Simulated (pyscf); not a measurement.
One addition across a multiple bond or ene-type step on the singlet surface with elements of a group swapped. CCSD(T)/def2-TZVPP + ΔMP2(QZVPP), kcal/mol, from the separated reactants. Optimised with ωB97X-D3(BJ)/def2-SVP in PySCF. Correlated levels are frozen-core, on RHF or UHF. ΔMP2 is the change of the MP2 total energy from the triple- to the quadruple-zeta basis.

```json
[
 {"step": "As≡As + H₂O → HO–As=AsH", "barrier": "…", "reaction energy": "…", "imaginary mode (i cm⁻¹)": "1558"},
 {"step": "P≡P + H₂O → HO–P=PH", "barrier": "35.7", "reaction energy": "-3.8", "imaginary mode (i cm⁻¹)": "1598"}
]
```

Question: What belongs in the gaps?

Answer: 
- As≡As + H₂O → HO–As=AsH, barrier: 34.6
- As≡As + H₂O → HO–As=AsH, reaction energy: +5.8

Each row is the saddle that its search found. The CCSD(T) − MP2 part came from Ansatz, without density fitting, on the same reference. The frozen core leaves the outer d or s,p core shells of the metals and heavy elements correlated in the MP2 and CC values, and def2-TZVPP describes them poorly, which can shift differences by a few kcal/mol. Elements up to Kr have no core potential and no relativistic terms here.
